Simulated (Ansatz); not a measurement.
# SiH₃+ (singlet): wave-function methods side by side at a displaced geometry (v2), cc-pVDZ

How much of the correlation energy of SiH₃+ (singlet) does each wave-function method recover here?

Method: cc-pVDZ, core rule «outside noble gas», up to 5 orbitals frozen; program: Ansatz 0.2.0, Gaussian basis.

The runs, in order: UHF; CCSD(T) on RHF; BCCD(T) on RHF; CISD; CCSDT(Q) on RHF; CCSDTQ on RHF; Full CI.

### Step 1. The geometry

The geometry is a PBE0/def2-TZVP stationary point (not a proven minimum) with its atoms shifted at random (size 0.100 Å).

4 atoms, charge 1, spin multiplicity 1.

Atoms are counted from 1 here; the program's logs count them from 0.

Bond lengths: Si1–H2 1.307 Å, Si1–H3 1.499 Å, Si1–H4 1.544 Å. Angles: H2–Si1–H3 122.9°, H2–Si1–H4 119.1°, H3–Si1–H4 117.9°.

In the tables R marks a restricted determinant and U an unrestricted one; correlation energies count from the lowest restricted Hartree-Fock solution.

### Step 2. UHF

in.yaml

```yaml
crystal:
  periodic: [false, false, false]
  atoms:
    - {symbol: Si, position_ang: [0.008368, 0.003078, -0.001187]}
    - {symbol: H, position_ang: [1.315437, 0.025679, 0.010311]}
    - {symbol: H, position_ang: [-0.828179, 1.246651, -0.000678]}
    - {symbol: H, position_ang: [-0.720427, -1.358092, 0.023442]}
basis:
  gaussian: {orbitals: cc-pVDZ}
total_charge: 1
magnetization: {spin_polarized: true, initial_magnetization: 0}
hamiltonian: {xc: hf}
output: {orbitals: {seedname: orbitals}}
```

Launch:

```bash
> ansatz run in.yaml --threads 1 --pin off --events-out ev --progress --plain --max-ram 2393MiB
```

The runs that follow: CCSD(T) on RHF; BCCD(T) on RHF; CISD; CCSDT(Q) on RHF; CCSDTQ on RHF; Full CI.

Q: Predict the results of all the runs planned. Wanted: correlation energy, FCI; RMP2 from FCI; RCCSD from FCI; RCCSD(T) from FCI; RCCSDT(Q) from FCI; T1 diagnostic; effectively unpaired electrons.

As calculated:

| quantity | value |
| --- | --- |
| correlation energy, FCI | -3.0064 eV |
| RMP2 from FCI | +730.8 meV |
| RCCSD from FCI | +54.3 meV |
| RCCSD(T) from FCI | +13.5 meV |
| RCCSDT(Q) from FCI | +0.3 meV |
| levels of the table within 1 kcal/mol (43 meV) | RCCSD(T), BCCD(T), RCCSDT, RCCSDT(Q), RCCSDTQ |
| T1 diagnostic | 0.009 |
| effectively unpaired electrons | 0.03 |

What this shows: RCCSD(T) misses by +13.5 meV, 0.4 % of the correlation energy. One determinant dominates. These misses are within one basis, not against nature.
